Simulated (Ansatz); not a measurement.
# MgSiH2+ (doublet): the correlation ladder, def2-QZVPP

One table from this session's results is given with a row withheld; the runs are named, their logs left out.

Computed with Ansatz 0.2.0, Gaussian basis. Level: def2-QZVPP, core rule «outside noble gas», up to 10 orbitals frozen.

The runs, in order: UHF; ROHF; CCSD(T) on UHF.

2 further runs of the same task are left out: 2 set aside as unsound or not needed.

## The system

The geometry is a PBE0/def2-TZVP stationary point (not a proven minimum) of the parent state, kept for this charge and spin.

4 atoms, charge 1, spin multiplicity 2.

Atoms are counted from 1 here; the program's logs count them from 0.

Bond lengths: Si1–Mg2 2.503 Å, Si1–H3 1.500 Å, Mg2–H4 1.699 Å. Angles: Mg2–Si1–H3 130.3°, Si1–Mg2–H4 174.9°.

The first run:

Input file in.yaml:

```yaml
crystal:
  periodic: [false, false, false]
  atoms:
    - {symbol: Si, position_ang: [0.000000, -0.083222, 1.175157]}
    - {symbol: Mg, position_ang: [0.000000, 0.054627, -1.324126]}
    - {symbol: H, position_ang: [0.000000, 1.006015, 2.206323]}
    - {symbol: H, position_ang: [0.000000, -0.004351, -3.021832]}
basis:
  gaussian: {orbitals: "def2-QZVPP.json"}
total_charge: 1
magnetization: {spin_polarized: true, initial_magnetization: 1}
hamiltonian: {xc: hf}
output: {orbitals: {seedname: orbitals}}
```

Command:

```console
$ ansatz run in.yaml --threads 1 --pin off --events-out ev --progress --plain --max-ram 2393MiB
```

Steps of the session up to this table: UHF; ROHF; CCSD(T) on UHF.

One table of the session follows, with a row left open; its other results are not shown here.

| method | from UCCSD(T) (meV) |
| --- | --- |
| ROHF | ? |
| UHF | +4052.5 |
| UMP2 | +914.6 |
| UCCSD | +99.3 |
| UCCSD(T) | 0 |

**Question.** Estimate the row for ROHF.

**Answer.** from UCCSD(T) (meV): +4174.0. In the column «from UCCSD(T) (meV)» it is the highest.
